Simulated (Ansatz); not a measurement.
A made-up structure of C$_{2}$H$_{3}$S (charge -1), singlet:

```
atom    x (Å)    y (Å)    z (Å)
  C1  -0.4659   0.2245  -0.5434
  C2   0.3816  -0.0843   0.4603
  S3   0.9728  -1.6227   0.9596
  H4  -0.8887  -0.5445  -1.1841
  H5  -0.7469   1.2580  -0.7352
  H6   1.8668  -2.2727   1.7521
```

It is relaxed with PBE-D4/def2-SVPD and then PBE0-D4/def2-TZVPD (Ansatz 0.2.0). Atoms count as bonded within 1.22 times the sum of their covalent radii (H–H: 0.88 Å). The end point is not checked to be a true minimum.

**Question.** Does its bonding change? (A judgement: the text doesn't fix the answer.)

**Answer.** The calculation gives: No: no bond forms or breaks.

Where it ends: The first stage lowers the energy by 1.92 eV in 7 steps. It ends as C₂H₃S ([CH2][C][SH]), total charge -1:
```tsv
atom	x (Å)	y (Å)	z (Å)
C1	-0.3779	0.1562	-0.4490
C2	0.5056	-0.1059	0.5342
S3	0.8224	-1.8673	0.6814
H4	-0.8711	-0.5800	-1.1063
H5	-0.6610	1.1924	-0.6468
H6	1.7017	-1.8369	1.6956
```

Labels in which every atom is bracketed show which atoms are joined, not bond orders.

For scale, one of the runs: PBE0-D4/def2-TZVPD relaxation, 147 basis functions, launched by `ansatz run in.yaml --threads 2 --pin off --events-out ev --progress --plain --max-ram 4352MiB`. The run took about 22 s on 2 CPU threads of an Arm Neoverse V1 (shared host).
